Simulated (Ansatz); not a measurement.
Two shapes of singlet C3H4.

Shape 1:

```xyz
7

C     0.0041   -0.0461   -0.8360
C     0.0048    0.6182    0.5376
C    -0.0233   -0.6352    0.5402
H     0.9177   -0.0452   -1.4851
H    -0.9363    0.0011   -1.5106
H    -0.0119    1.5460    1.0202
H     0.0123   -1.5700    0.9971
```

Shape 2:

```xyz
7

C     0.0000    0.0000   -0.7866
C     0.0000    0.5965    0.4581
C     0.0000   -0.5965    0.4581
H     0.8452    0.0000   -1.3467
H    -0.8452    0.0000   -1.3467
H     0.0000    1.4625    0.9581
H     0.0000   -1.4625    0.9581
```

Basis set: cc-pVDZ (spherical functions). Left uncorrelated: 3 orbitals. Charge 0, multiplicity 1.

Computed with Ansatz (development build ahead of 0.2.0); each method stands on the lowest determinant of its kind that the runs found.

Q: Which shape is lower in energy, and by how much in each method?

A:

```tsv
method	E(2) − E(1) (eV)
RHF	1.175
RHF-MP2	1.559
```

Shape 1 is lower. Caution: no unrestricted run beside it, a lower state can exist.
